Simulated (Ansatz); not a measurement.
# CHAl (singlet): RKS PBE0, RPA-PBE over a scan of the distance C2–H3, 6-31G

Aim: run CHAl (singlet) with these functionals over a scan of the distance C2–H3, and hold them against the top wave-function level at the same points.

The runs use Ansatz 0.2.0, Gaussian basis; 6-31G, all electrons in the functionals, frozen cores in the correlation of double hybrids and RPA.

To be run: RKS PBE0, RPA-PBE, at 0.864 Å; 0.996 Å; 1.096 Å; 1.230 Å; 1.349 Å; 1.486 Å; 1.765 Å; 2.057 Å; 2.433 Å; 2.990 Å; 3.711 Å.

11 further runs of the same task are left out: 10 that didn't finish, 1 set aside as unsound or not needed.

### 1 What is computed

The geometry derives from a PBE0/def2-TZVP stationary point (not a proven minimum). One bond is set to the value named and the two fragments are kept rigid.

3 atoms, charge 0, spin multiplicity 1.

Atoms are counted from 1 here; the program's logs count them from 0.

Bond lengths: Al1–C2 1.850 Å, C2–H3 1.096 Å. Angles: Al1–C2–H3 134.6°.

No dispersion term is added.

The geometry shown and the zero of energy belong to the point 1.096 Å. The yardstick, FCI, and other wave-function levels (R restricted, U unrestricted, valence and pair active spaces) come from earlier runs.

### 2 RKS PBE0, 0.864 Å

Contents of in.yaml:

```yaml
crystal:
  periodic: [false, false, false]
  atoms:
    - {symbol: Al, position_ang: [0.000000, 0.037476, 0.616606]}
    - {symbol: C, position_ang: [0.000000, -0.121114, -1.227071]}
    - {symbol: H, position_ang: [0.000000, 0.440024, -1.884049]}
basis:
  gaussian: {orbitals: 6-31G}
hamiltonian: {xc: {name: PBE0}}
```

The run is started by

```bash
$ ansatz run in.yaml --threads 1 --pin off --events-out ev --progress --plain --max-ram 2393MiB
```

Further steps of the session: RKS PBE0, 0.996 Å; RKS PBE0, 1.096 Å; RKS PBE0, 1.230 Å; RKS PBE0, 1.349 Å; RKS PBE0, 1.486 Å; RKS PBE0, 1.765 Å; RKS PBE0, 2.057 Å; RKS PBE0, 2.433 Å; RKS PBE0, 2.990 Å; RKS PBE0, 3.711 Å; RPA-PBE, 0.864 Å; RPA-PBE, 0.996 Å; RPA-PBE, 1.096 Å; RPA-PBE, 1.230 Å; RPA-PBE, 1.349 Å; RPA-PBE, 1.486 Å; RPA-PBE, 1.765 Å; RPA-PBE, 2.057 Å; RPA-PBE, 2.433 Å; RPA-PBE, 2.990 Å; RPA-PBE, 3.711 Å.

Q: Predict the results of all the runs planned. Wanted: span of the FCI curve; largest miss, RKS PBE0.

As calculated:

| quantity | value |
| --- | --- |
| span of the FCI curve | 85.9 kcal/mol |
| largest miss, RKS PBE0 | +60.6 kcal/mol (3.711 Å) |

What this shows: RKS PBE0 strays by up to 60.6 kcal/mol, at 3.711 Å. Functionals and the yardstick converge differently with the basis, so part of each miss in 6-31G is the basis.
